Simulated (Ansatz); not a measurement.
## Structure relaxation of LiNi2P2

These are results of Ansatz, DFT r2SCAN, scalar-relativistic, plane waves, PAW, not measurements. Cutoff 500 eV, Γ-centred k mesh, Gaussian smearing, no spin polarisation in the final step.

This is the end of a relaxation of cell and atoms.

```yaml
crystal:
  lattice:
    - [-1.86835, 1.86835, 4.56506]
    - [1.86835, -1.86835, 4.56506]
    - [1.86835, 1.86835, -4.56506]
  atoms:
    - { symbol: Li, position: [0.00000, 0.00000, 0.00000] }
    - { symbol: Ni, position: [0.75000, 0.25000, 0.50000] }
    - { symbol: Ni, position: [0.25000, 0.75000, 0.50000] }
    - { symbol: P, position: [0.38158, 0.38158, 0.00000] }
    - { symbol: P, position: [0.61842, 0.61842, 0.00000] }
```

The zero of energy is the elements' standard structures at the same level; no fitted shifts are applied.

Question: What space group does it have?

Answer: I4/mmm (No. 139). Conventional cell: a = 3.737 Å, c = 9.130 Å. Around Li lie 8 P at 2.85 Å and 8 Ni at 2.95 Å (next P at 3.48 Å); around Ni lie 4 P at 2.22 Å (next Ni at 2.64 Å); around P lie 1 P at 2.16 Å and 4 Ni at 2.22 Å.

Question: How far does it lie from the elements in energy?

Answer: -0.65 eV/atom.

Question: Is it a metal?

Answer: Yes, bands cross the Fermi level on the 14×14×14 mesh.

The final run used a 14×14×14 mesh on its 5-atom cell and 0.10 eV smearing. For metals, differences of a few meV/atom aren't resolved.

Cost: 3 runs of about 8.4 core-minutes in all, on Arm Neoverse V1 (shared hosts).